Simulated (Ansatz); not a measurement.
## H3Si–AsH2⁺, doublet: the ladder up to UCCSDT(Q)

Geometry: that of the H3Si–AsH2, singlet, kept fixed.

```csv
atom,x (Å),y (Å),z (Å)
Si,-0.0286,0.0000,1.6719
As,0.0384,0.0000,-0.6936
H,0.6883,-1.2086,2.1561
H,0.6883,1.2086,2.1561
H,-1.4075,0.0000,2.2252
H,-1.0136,-1.0975,-0.7832
H,-1.0136,1.0975,-0.7832
```

Basis cc-pVDZ; Ansatz 0.2.0. Correlated methods freeze the noble-gas cores and the filled d shells of p-block atoms, which leaves 13 electrons in 51 orbitals. R marks a restricted (for open shells ROHF) determinant, U an unrestricted one. Active spaces: frontier = (9e, 9o) about the gap. No spin–orbit coupling is included, and no scalar relativity.

Full CI isn't at hand for all of this; UCCSDT(Q) serves as the reference, and is uncertain by about the last step of the cluster series. The frozen core follows each run's orbitals, which can shift R against U totals by a few meV for light atoms and by up to 0.1 eV past Ca.

- UHF ⟨S²⟩: 0.762
- T1 diagnostic (RCCSD): 0.0216
- largest doubles amplitude (RCCSD): 0.051
- T1 diagnostic (UCCSD): 0.0148

```json
{"level": "UHF", "E − E(UCCSDT(Q)) (kJ/mol)": "659.7", "wall time": "–"}
{"level": "UMP2", "E − E(UCCSDT(Q)) (kJ/mol)": "144.8", "wall time": "–"}
{"level": "UCCSD", "E − E(UCCSDT(Q)) (kJ/mol)": "20.1", "wall time": "–"}
{"level": "UCCSD(T)", "E − E(UCCSDT(Q)) (kJ/mol)": "4.0", "wall time": "22 s"}
{"level": "UCCSDT", "E − E(UCCSDT(Q)) (kJ/mol)": "0.6", "wall time": "–"}
```

Run but not shown, since their state, orbitals or frozen core can't be matched to the reference's or they repeat it: RHF, RMP2, CISD, RCCSD, RCCSD(T), BCCD(T), RCCSDT, RCCSDT(Q), CASSCF (frontier space), NEVPT2 (frontier space), MRCISD (frontier space), MRCISD+Q (frontier space).

Times hold each run's SCF and search for its determinant on a shared host, so for small cases they say little of a method's own cost; they ran on 1 thread of Arm Neoverse V1. Some runs computed forces too.
